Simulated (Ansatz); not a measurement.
# CH3OS radical: up Jacob's ladder to CCSD(T)

How much do the methods differ for CH3OS radical? The plan is to run it at one geometry with functionals of several rungs and with coupled cluster, and see how far each lands from CCSD(T) at the basis-set limit for the atomisation energy.

Method: functionals in def2-TZVPP, the program's frozen cores in correlated methods; program: Ansatz 0.2.0, Gaussian basis.

The runs, in order: LDA (SPW92), PBE-D4, revPBE-D4, BLYP-D4, r2SCAN-D4, B97M-V, PBE0-D4, B3LYP-D4, r2SCANh-D4, r2SCAN0-D4, HSE06-D4, BHLYP-D4, CAM-B3LYP-D4, LC-ωPBE, ωB97X-V, ωB97M-V, B2PLYP, PBE-QIDH; CCSD(T)/def2-SVP; CCSD(T)/def2-TZVPP; CCSD(T)/def2-QZVPP; extrapolation to the limit; RPA on PBE.

1 further run of the same task is left out (it didn't finish).

### Step 1. The geometry

An earlier PBE0-D4 in a triple-zeta def2 set relaxation fixed the geometry.

6 atoms, charge 0, spin multiplicity 2.

Atoms are counted from 1 here; the program's logs count them from 0.

Bond lengths: C1–S2 1.794 Å, C1–H4 1.092 Å, C1–H5 1.091 Å, C1–H6 1.091 Å, S2–O3 1.492 Å. Angles: S2–C1–H4 107.9°, S2–C1–H5 109.4°, S2–C1–H6 109.4°, H4–C1–H5 110.1°, H4–C1–H6 110.1°, H5–C1–H6 109.9°, C1–S2–O3 106.5°.

### Step 2. LDA

This LDA is Slater exchange with PW92 correlation.

in.yaml reads:

```yaml
crystal:
  periodic: [false, false, false]
  atoms:
    - {symbol: C, position_ang: [-0.239338, 0.432982, -0.206616]}
    - {symbol: S, position_ang: [-0.179786, -1.119777, 0.689660]}
    - {symbol: O, position_ang: [1.231978, -1.595623, 0.616948]}
    - {symbol: H, position_ang: [-1.266016, 0.803264, -0.167790]}
    - {symbol: H, position_ang: [0.435502, 1.149619, 0.264149]}
    - {symbol: H, position_ang: [0.059660, 0.265534, -1.242551]}
basis:
  gaussian: {orbitals: def2-TZVPP}
magnetization: {spin_polarized: true, initial_magnetization: 1}
hamiltonian: {xc: lda}
output: {orbitals: {seedname: orbitals}}
```

Run with:

```
> ansatz run in.yaml --threads 2 --pin off --events-out ev --progress --plain --max-ram 32768MiB --backend cpu
```

After this run come: PBE-D4 (GGA); revPBE-D4 (GGA); BLYP-D4 (GGA); r2SCAN-D4 (meta-GGA); B97M-V (meta-GGA); PBE0-D4 (hybrid); B3LYP-D4 (hybrid); r2SCANh-D4 (hybrid); r2SCAN0-D4 (hybrid); HSE06-D4 (hybrid); BHLYP-D4 (hybrid); CAM-B3LYP-D4 (range-separated); LC-ωPBE (range-separated); ωB97X-V (range-separated); ωB97M-V (range-separated); B2PLYP (double hybrid); PBE-QIDH (double hybrid); CCSD(T) in def2-SVP; CCSD(T) in def2-TZVPP; CCSD(T) in def2-QZVPP; RPA on PBE orbitals.

Before running them: what should the planned runs give, taken together? Wanted: atomisation energy, CCSD(T)/CBS; farthest beyond LDA; mean size of error, GGA; mean size of error, meta-GGA; mean size of error, hybrid; mean size of error, range-separated; mean size of error, double hybrid; gap, smallest and largest; T1 diagnostic.

As calculated:

| quantity | value |
| --- | --- |
| atomisation energy, CCSD(T)/CBS | 2044.8 kJ/mol |
| functionals within 10.2 kJ/mol (0.5 %) | r2SCANh-D4, LC-ωPBE |
| farthest beyond LDA | PBE-D4 (+90.9 kJ/mol) |
| mean size of error, GGA | 51.3 kJ/mol |
| mean size of error, meta-GGA | 26.7 kJ/mol |
| mean size of error, hybrid | 29.0 kJ/mol |
| mean size of error, range-separated | 11.5 kJ/mol |
| mean size of error, double hybrid | 17.8 kJ/mol |
| gap, smallest and largest | 1.00 eV (LDA (SPW92)), 9.17 eV (LC-ωPBE) |
| T1 diagnostic | 0.0213 |
| triples share of the correlation energy | 4.1 % |

**Reading.** LDA overbinds by 381.4 kJ/mol (19 %). PBE-D4 is off by +90.9 kJ/mol. Double hybrids carry the basis error of their MP2 part in triple zeta, and no dispersion term here, so their miss is partly the set-up's. Taken by rung, range-separated functionals do best (11.5 kJ/mol on average) and GGA ones worst beyond LDA (51.3 kJ/mol). Misses under about 10.2 kJ/mol are within the doubt on the reference itself, which lacks core-valence correlation, relativity and higher excitations. Hartree-Fock recovers 67 % of the binding; the rest is correlation. CCSD(T) in def2-SVP is off by -193.2 kJ/mol, worse than the median functional, from the basis alone. Orbital gaps span 1.0 to 9.2 eV; exact exchange widens them.
